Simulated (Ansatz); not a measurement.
# CH6Si (SMILES C[SiH3]) at 6 levels

We compute a comparison of 6 runs (SVWN5/STO-3G, RPA@PBE/STO-3G, UMP2/STO-3G, CCSDT/STO-3G, CCSD/STO-3G, FCI/STO-3G) of CH6Si. 

The results are computed with Ansatz 0.2.0.

47 further runs of the same task are left out: 1 that didn't finish, 46 set aside as unsound or not needed.

### 1 The system as given

CH6Si: 8 atoms, total charge 0, spin state singlet. As SMILES, `C[SiH3]`. The H5–C1 distance was set to 1.638 Å, away from the relaxed value. At this shape a bond of the SMILES string is far longer than usual.

Bond lengths: C1–Si2 1.871 Å, C1–H3 1.092 Å, C1–H4 1.092 Å, Si2–H6 1.488 Å, Si2–H7 1.488 Å, Si2–H8 1.488 Å. Angles: C1–Si2–H6 110.7°, C1–Si2–H7 110.7°, C1–Si2–H8 110.7°, Si2–C1–H3 110.8°, Si2–C1–H4 110.8°, H6–Si2–H7 108.2°, H6–Si2–H8 108.2°, H7–Si2–H8 108.2°, H3–C1–H4 108.1°. A long bond or contact: C1–H5 1.638 Å.

### 2 A single-point energy at SVWN5/STO-3G (run 1)

molecule.yaml

```yaml
basis:
  gaussian: {orbitals: STO-3G}
crystal:
  periodic: [false, false, false]
  atoms:
    - {symbol: C, position_ang: [-0.315561, -0.280792, -0.843512]}
    - {symbol: Si, position_ang: [0.028359, -0.735082, 0.938288]}
    - {symbol: H, position_ang: [-1.374531, -0.408022, -1.078792]}
    - {symbol: H, position_ang: [0.261409, -0.911952, -1.523012]}
    - {symbol: H, position_ang: [0.086600, 1.280720, -1.133860]}
    - {symbol: H, position_ang: [-0.759021, 0.125688, 1.862178]}
    - {symbol: H, position_ang: [1.471499, -0.560542, 1.256658]}
    - {symbol: H, position_ang: [-0.337171, -2.153742, 1.199568]}
hamiltonian: {xc: {name: SVWN5}}
accuracy: high
```

Started as:

```bash
ansatz run molecule.yaml --threads 1 --pin off --max-ram 3480MiB --events-out events.jsonl --progress --plain --runs-dir runs
```

Output:

```text
Warning: RAYON_NUM_THREADS=1 ignored (pool sized by the plan → 1); use --threads N
Functional definition: SVWN5
  name "SVWN5"
  exchange = slater_x
  correlation = vwn5_c
360 factors; integrals over basis functions are off by at most 1.4e-8 eV
mean field evaluation 1: about -8861.0250 eV, gradient 1.6e1 eV
mean field evaluation 2: about -8860.7614 eV, gradient 1.8e1 eV
mean field evaluation 4: about -8861.8374 eV, gradient 6.0e-1 eV
mean field evaluation 8: about -8861.7110 eV, gradient 1.7e-2 eV
mean field evaluation 16: about -8861.7110 eV, gradient 1.7e-8 eV
mean field -8861.71096054 eV, -325.6618711164 hartree, gradient 1.7e-8 eV, S^2 0.000000; 0 other end points of the search recorded, 0 dependent functions left out
reference -8861.71096264 eV, -325.6618711934 hartree; 13, 13 occupied and 7, 7 virtual orbitals, 360 factors
Total energy: -8861.71096264 eV, -325.6618711934 hartree
```

Run time: 0.76 s. Hardware: 1 thread of Arm Neoverse V2, shared host; peak memory 0.098 GiB.

### 3 A single-point energy at RPA@PBE/STO-3G (run 2)

input.yaml

```yaml
crystal:
  periodic: [false, false, false]
  atoms:
    - {symbol: C, position_ang: [-0.315561, -0.280792, -0.843512]}
    - {symbol: Si, position_ang: [0.028359, -0.735082, 0.938288]}
    - {symbol: H, position_ang: [-1.374531, -0.408022, -1.078792]}
    - {symbol: H, position_ang: [0.261409, -0.911952, -1.523012]}
    - {symbol: H, position_ang: [0.086600, 1.280720, -1.133860]}
    - {symbol: H, position_ang: [-0.759021, 0.125688, 1.862178]}
    - {symbol: H, position_ang: [1.471499, -0.560542, 1.256658]}
    - {symbol: H, position_ang: [-0.337171, -2.153742, 1.199568]}
basis:
  gaussian:
    orbitals: STO-3G
hamiltonian:
  xc: pbe
correlation:
  method: rpa
  frozen_orbitals: {C: 1, H: 0, Si: 5}
accuracy: high
```

Started as:

```bash
ansatz run input.yaml --threads 1 --pin off --max-ram 3480MiB --events-out events.jsonl --progress --plain --runs-dir runs
```

Output:

```text
Warning: RAYON_NUM_THREADS=1 ignored (pool sized by the plan → 1); use --threads N
Functional definition: PBE
  name "PBE"
  parameter kappa = 0.804
  parameter beta = 0.06672455060314922
  exchange = pbe_x(kappa = kappa, mu = beta*pi^2/3)
  correlation = pbe_c(beta = beta)
360 factors; integrals over basis functions are off by at most 1.4e-8 eV
mean field evaluation 1: about -8898.8674 eV, gradient 1.6e1 eV
mean field evaluation 2: about -8898.7466 eV, gradient 1.6e1 eV
mean field evaluation 4: about -8899.5854 eV, gradient 3.0e0 eV
mean field evaluation 8: about -8899.6156 eV, gradient 9.8e-3 eV
mean field evaluation 16: about -8899.6156 eV, gradient 4.3e-9 eV
mean field -8899.61560874 eV, -327.0548412451 hartree, gradient 4.3e-9 eV, S^2 0.000000; 0 other end points of the search recorded, 0 dependent functions left out
6 core orbitals not correlated: weight in the atoms' cores, before any rotation towards them, 0.999 or more for the frozen orbitals, at most 0.000 for the correlated occupied ones
reference -8880.98170940 eV, -326.3700580747 hartree; 7, 7 occupied and 7, 7 virtual orbitals, 360 factors
Total energy: -8887.73227924 eV, -326.6181369406 hartree
```

It took 1.7 s on 1 thread of Arm Neoverse V2, shared host; peak memory 0.11 GiB.

Run 3 isn't shown in full; the table further down has it.

### 4 The energy at CCSDT/STO-3G (run 4)

run.yaml

```yaml
crystal:
  periodic: [false, false, false]
  atoms:
    - symbol: C
      position_ang: [-0.315561, -0.280792, -0.843512]
    - symbol: Si
      position_ang: [0.028359, -0.735082, 0.938288]
    - symbol: H
      position_ang: [-1.374531, -0.408022, -1.078792]
    - symbol: H
      position_ang: [0.261409, -0.911952, -1.523012]
    - symbol: H
      position_ang: [0.086600, 1.280720, -1.133860]
    - symbol: H
      position_ang: [-0.759021, 0.125688, 1.862178]
    - symbol: H
      position_ang: [1.471499, -0.560542, 1.256658]
    - symbol: H
      position_ang: [-0.337171, -2.153742, 1.199568]
basis:
  gaussian: {orbitals: STO-3G}
correlation: {method: ccsdt, frozen_orbitals: {C: 1, H: 0, Si: 5}}
accuracy: high
scf: {omitted_lower_state_checks: [cluster_reference, increment]}
```

Started as:

```bash
ansatz run run.yaml --threads 1 --pin off --max-ram 3480MiB --events-out events.jsonl --progress --plain --runs-dir runs
```

Output:

```text
Warning: RAYON_NUM_THREADS=1 ignored (pool sized by the plan → 1); use --threads N
[... 11 lines left out ...]
6 core orbitals not correlated: weight in the atoms' cores, before any rotation towards them, 1.000 or more for the frozen orbitals, at most 0.000 for the correlated occupied ones
[... 23 lines left out ...]
Total energy: -8885.89731391 eV, -326.5507032087 hartree
Checks for a lower state left out: cluster_reference, increment
```

Run time: 0.26 s. Hardware: 1 thread of Arm Neoverse V2, shared host.

Run 5 isn't shown in full; the table further down has it.

### 5 The energy at FCI/STO-3G (run 6)

molecule.yaml

```yaml
crystal:
  periodic: [false, false, false]
  atoms:
    - symbol: C
      position_ang: [-0.315561, -0.280792, -0.843512]
    - symbol: Si
      position_ang: [0.028359, -0.735082, 0.938288]
    - symbol: H
      position_ang: [-1.374531, -0.408022, -1.078792]
    - symbol: H
      position_ang: [0.261409, -0.911952, -1.523012]
    - symbol: H
      position_ang: [0.086600, 1.280720, -1.133860]
    - symbol: H
      position_ang: [-0.759021, 0.125688, 1.862178]
    - symbol: H
      position_ang: [1.471499, -0.560542, 1.256658]
    - symbol: H
      position_ang: [-0.337171, -2.153742, 1.199568]
basis:
  gaussian:
    orbitals: STO-3G
correlation:
  method: fci
  frozen_orbitals: {C: 1, H: 0, Si: 5}
accuracy: high
```

Started as:

```bash
ansatz run molecule.yaml --threads 1 --pin off --max-ram 3480MiB --events-out events.jsonl --progress --plain --runs-dir runs
```

Output:

```text
Warning: RAYON_NUM_THREADS=1 ignored (pool sized by the plan → 1); use --threads N
Functional definition: HF
  name "HF"
  exchange = exact_x
  correlation = 0
360 factors; integrals over basis functions are off by at most 1.4e-8 eV
mean field evaluation 1: about -8880.7092 eV, gradient 1.0e1 eV
mean field evaluation 2: about -8880.7334 eV, gradient 1.0e1 eV
mean field evaluation 4: about -8881.2304 eV, gradient 9.7e-1 eV
mean field evaluation 8: about -8881.2339 eV, gradient 7.1e-7 eV
mean field -8881.23385091 eV, -326.3793241045 hartree, gradient 5.9e-8 eV, S^2 0.000000; 0 other end points of the search recorded, 0 dependent functions left out; unrestricted orbitals would lower it
6 core orbitals not correlated: weight in the atoms' cores, before any rotation towards them, 1.000 or more for the frozen orbitals, at most 0.000 for the correlated occupied ones
reference -8881.23385091 eV, -326.3793241045 hartree; 7, 7 occupied and 7, 7 virtual orbitals, 360 factors
state -8885.90380790 eV, -326.5509418586 hartree
Total energy: -8885.90380790 eV, -326.5509418586 hartree
```

It took 54 s on 1 thread of Arm Neoverse V2, shared host; peak memory 0.93 GiB.

### 6 All runs side by side

```
run           level  frozen core orbitals  energy (Eh)  wall time
  1    SVWN5/STO-3G                     –  -325.661871     0.76 s
  2  RPA@PBE/STO-3G                     6  -326.618137      1.7 s
  3     UMP2/STO-3G                     6  -326.486529     0.14 s
  4    CCSDT/STO-3G                     6  -326.550703     0.26 s
  5     CCSD/STO-3G                     6  -326.549201     0.14 s
  6      FCI/STO-3G                     6  -326.550942       54 s
```

### 7 Results

| quantity | value |
| --- | --- |
| run 6: total energy | -326.55094 Eh |
| run 6: correlation energy (6 core orbitals frozen) | -171.6 mEh |

What this shows: Against full CI in this basis: UMP2 +64.4 mEh; CCSDT +0.2 mEh; CCSD +1.7 mEh. In runs 4, 5 the log says that unrestricted orbitals would lower the reference, so the values rest on an unstable closed-shell determinant (other closed-shell runs at this shape may share the fault). In runs 1, 2, 3, 4, 5, 6 the basis is minimal, so the values are rough. Spin contamination of the reference: run 3 ⟨S²⟩ = 0.22. All runs together took 57 s, the longest 54 s.
